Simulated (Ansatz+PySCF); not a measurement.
Values are calculated unless marked as measured or tabulated.
Several solutions for doublet NO

```yaml
atoms:
  - { symbol: N, position_ang: [0.0000, 0.0000, -1.2186] }
  - { symbol: O, position_ang: [0.0000, 0.0000, 1.0662] }
```

Basis set: cc-pVDZ (spherical functions). Charge 0, multiplicity 2.

PBE0 (restricted open-shell) was run from several starts with Ansatz (development build ahead of 0.2.0) and PySCF 2.14.0.

```
run  program                                start  converged  energy (hartree)  <S²>
  A    PySCF  guess minao, instabilities followed        yes        -129.38664  0.75
  B   Ansatz              stability test followed        yes        -129.37871  0.75
  C   Ansatz              atomic start, no search        yes        -129.37871  0.75
  D   Ansatz          search for the lowest state        yes        -129.37871  0.75
  E    PySCF                     program defaults        yes        -129.38664  0.75
```

(1) Which runs reached the lowest solution of this kind, and what is wrong with the others?

Answers

(1) A, E reached the lowest solution found. Converged but too high: B by 0.22 eV, C by 0.22 eV, D by 0.22 eV. Convergence only shows a stationary point, and even a stable one can lie too high; stability tests and further starts are what find lower ones. Caution: an unrestricted determinant lies well below (4.02 eV lower).
